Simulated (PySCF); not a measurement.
**Orbital picture of MgP**

M06-L at R = 2.596 Å; basis Mg aug-pcseg-1, P aug-pcseg-1; no relativity; PySCF 2.14. State: ⁴Σ⁻ (quartet), unpaired electrons σ ↑, π ↑↑. Only the outer orbitals are listed, counted within each symmetry.

```json
{"spin": "α", "orbital": "2π", "occ.": "1", "ε (eV)": "-49.03", "on Mg (%)": "100", "main shells (%)": "100 Mg p"}
{"spin": "α", "orbital": "2π", "occ.": "1", "ε (eV)": "-49.03", "on Mg (%)": "100", "main shells (%)": "100 Mg p"}
{"spin": "α", "orbital": "6σ", "occ.": "1", "ε (eV)": "-48.95", "on Mg (%)": "100", "main shells (%)": "100 Mg p"}
{"spin": "α", "orbital": "7σ", "occ.": "1", "ε (eV)": "-14.79", "on Mg (%)": "2", "main shells (%)": "97 P s"}
{"spin": "α", "orbital": "8σ", "occ.": "1", "ε (eV)": "-6.80", "on Mg (%)": "25", "main shells (%)": "70 P p, 24 Mg s"}
{"spin": "α", "orbital": "3π", "occ.": "1", "ε (eV)": "-6.04", "on Mg (%)": "2", "main shells (%)": "97 P p"}
{"spin": "α", "orbital": "3π", "occ.": "1", "ε (eV)": "-6.04", "on Mg (%)": "2", "main shells (%)": "97 P p"}
{"spin": "α", "orbital": "9σ", "occ.": "1", "ε (eV)": "-4.33", "on Mg (%)": "87", "main shells (%)": "69 Mg s, 19 P p, 17 Mg p"}
{"spin": "α", "orbital": "4π", "occ.": "0", "ε (eV)": "-1.20", "on Mg (%)": "100", "main shells (%)": "100 Mg p"}
{"spin": "α", "orbital": "4π", "occ.": "0", "ε (eV)": "-1.20", "on Mg (%)": "100", "main shells (%)": "100 Mg p"}
{"spin": "β", "orbital": "2π", "occ.": "1", "ε (eV)": "-48.97", "on Mg (%)": "100", "main shells (%)": "100 Mg p"}
{"spin": "β", "orbital": "2π", "occ.": "1", "ε (eV)": "-48.97", "on Mg (%)": "100", "main shells (%)": "100 Mg p"}
{"spin": "β", "orbital": "6σ", "occ.": "1", "ε (eV)": "-48.88", "on Mg (%)": "100", "main shells (%)": "100 Mg p"}
{"spin": "β", "orbital": "7σ", "occ.": "1", "ε (eV)": "-12.19", "on Mg (%)": "2", "main shells (%)": "97 P s"}
{"spin": "β", "orbital": "8σ", "occ.": "1", "ε (eV)": "-5.62", "on Mg (%)": "43", "main shells (%)": "52 P p, 41 Mg s"}
{"spin": "β", "orbital": "3π", "occ.": "0", "ε (eV)": "-3.66", "on Mg (%)": "8", "main shells (%)": "91 P p, 8 Mg p"}
{"spin": "β", "orbital": "3π", "occ.": "0", "ε (eV)": "-3.66", "on Mg (%)": "8", "main shells (%)": "91 P p, 8 Mg p"}
{"spin": "β", "orbital": "9σ", "occ.": "0", "ε (eV)": "-3.18", "on Mg (%)": "81", "main shells (%)": "63 Mg s, 24 P p, 18 Mg p"}
```

**Question.** Which are the highest filled and the lowest empty level, where do they sit, and how wide is the gap?

**Answer.** Highest filled α 9σ at -4.33 eV (in %: 69 Mg s, 19 P p, 17 Mg p); lowest empty β 3π at -3.66 eV (in %: 91 P p, 8 Mg p); the gap at M06-L is 0.67 eV.

```
bond order (Mayer)                              : 0.66
⟨S²⟩                                            : 3.761
charge on Mg (Mulliken, basis-dependent)        : 0.36
charge on Mg (Löwdin, basis-dependent)          : 0.49
dipole moment (positive dipole means Mg(−)P(+)) : -1.82 D
```

The state was picked by a PBE0 search and need not be the measured ground state.
